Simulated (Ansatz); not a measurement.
**What each rung costs, and what it gives**

The pair of H2S (SMILES S, atoms 1–3) and Si2H6 (SMILES [SiH3][SiH3], atoms 4–11), both closed shells, in one local arrangement (a lower one may exist), relaxed at PBE0-D4/def2-TZVP:

S1  (0.963, -0.017, -2.334)
H2  (0.818, 1.317, -2.337)
H3  (-0.257, -0.207, -2.860)
Si4  (0.907, 0.054, 1.316)
Si5  (-1.278, -0.330, 0.552)
H6  (1.807, -1.068, 0.942)
H7  (1.452, 1.318, 0.754)
H8  (0.911, 0.177, 2.801)
H9  (-2.209, -0.488, 1.704)
H10  (-1.352, -1.569, -0.268)
H11  (-1.763, 0.812, -0.270)
(Å)

Interaction energies are counterpoise-corrected; the time is that of the whole pair.

Computed with Ansatz 0.2.0 (basis: as named in each row); correlated methods freeze the cores. B3LYP uses VWN-RPA correlation. Extrapolation: Hartree–Fock as exp(−7.88 √X), correlation as X^−2.97.

Times are rough, for one single point on 4 threads of a shared host (Arm Neoverse V2).

The estimate by CCSD(T) at an estimated basis limit (MP2 extrapolated from triple and quadruple zeta, plus CCSD(T) − MP2 in triple zeta) is -2.52 kcal/mol.

```
   method        basis  time (s)  interaction energy (kcal/mol)  method less estimate
       HF       STO-3G   under 1                           2.16                  4.68
   PBE-D4       STO-3G   under 1                          -0.24                  2.28
    SPW92     def2-SVP   under 1                          -4.29                 -1.77
   PBE-D4     def2-SVP   under 1                          -3.10                 -0.58
 B3LYP-D4        6-31G   under 1                          -1.54                  0.98
  PBE0-D4     def2-SVP   under 1                          -3.17                 -0.65
  CCSD(T)     def2-SVP         1                          -0.63                  1.89
   PBE-D4  def2-TZVPPD         2                          -2.92                 -0.40
revPBE-D4  def2-TZVPPD         2                          -2.57                 -0.05
  BLYP-D4  def2-TZVPPD         2                          -2.43                  0.09
 HSE06-D4  def2-TZVPPD         3                          -2.79                 -0.27
 B3LYP-D4  def2-TZVPPD         3                          -2.58                 -0.06
  wB97M-V     def2-SVP         3                          -2.98                 -0.46
  PBE0-D4  def2-TZVPPD         3                          -2.83                 -0.31
r2SCAN-D4  def2-TZVPPD         4                          -2.51                  0.01
   B2PLYP  def2-TZVPPD         6                          -0.71                  1.81
  wB97X-V  def2-TZVPPD         8                          -2.51                  0.01
   B97M-V  def2-TZVPPD         9                          -2.57                 -0.05
  wB97M-V  def2-TZVPPD         9                          -2.81                 -0.29
      MP2  def2-QZVPPD        18                          -2.67                 -0.15
  CCSD(T)  def2-TZVPPD        94                          -1.92                  0.60
```

No T1 diagnostic of these runs exceeds 0.013.
